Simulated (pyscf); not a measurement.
Optimised with ωB97X-D3(BJ)/def2-SVP in PySCF.

### Question
What is the homolytic dissociation enthalpy (298 K, ωB97M-D3(BJ)/def2-TZVP) of the Cl–Ga bond of H₃C–Ga(CH₃)–Cl, to [H₃C–Ga–CH₃]• + Cl•?

### Answer
Cl–Ga to [H₃C–Ga–CH₃]• + Cl•: 110.2 kcal/mol. The 7 functionals that were run give +106.8 (B3LYP-D3(BJ)) to +114.1 kcal/mol (ωB97X-D3(BJ)). The radicals are drawn with the spin at the cut bond; how far it spreads was not checked. Other isomers of [H₃C–Ga–CH₃]• were not searched in full and may lie lower. Left out: the spin-orbit lowering of Cl. Elements up to Kr have no core potential and no relativistic terms here.
